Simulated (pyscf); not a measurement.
This saddle point was located with ωB97X-D3(BJ)/def2-SVP in PySCF.

```xyz
5

B     -0.3210     0.6806     0.4591
O      0.1655     0.3218    -0.6369
H     -0.3319     1.2025     1.5300
Cl    -2.3153    -0.2856     0.0021
H     -1.0573    -0.2131    -0.8014
```
Charge 0, spin multiplicity 1.

Surface: singlet, charge 0. Lowest wavenumbers (cm⁻¹): 1357i, 378, 517, 726, 862.

**Question.** Which two sides does it connect, and which bonds change?

**Answer.** `[BH]=[O]` + `[ClH]` <-> `[OH][BH][Cl]`, an addition across a multiple bond or ene-type step read from left to right: Cl–H broken and B–Cl, H–O formed. At CCSD(T)/def2-TZVPP + ΔMP2(QZVPP) it lies +0.78 eV from the left side and +2.24 eV from the right (each side as separated species at their lowest minima found). On the reactant side the descent ends in a complex (not fully relaxed), 0.19 eV under the separated species and 0.85 eV under the saddle at ωB97X-D3(BJ)/def2-TZVP. At ωB97X-D3(BJ) the barrier from the zero used here is 0.66 eV. One saddle was located; it need not be the lowest between these sides. The CCSD(T) − MP2 part came from Ansatz, without density fitting, on the same reference.
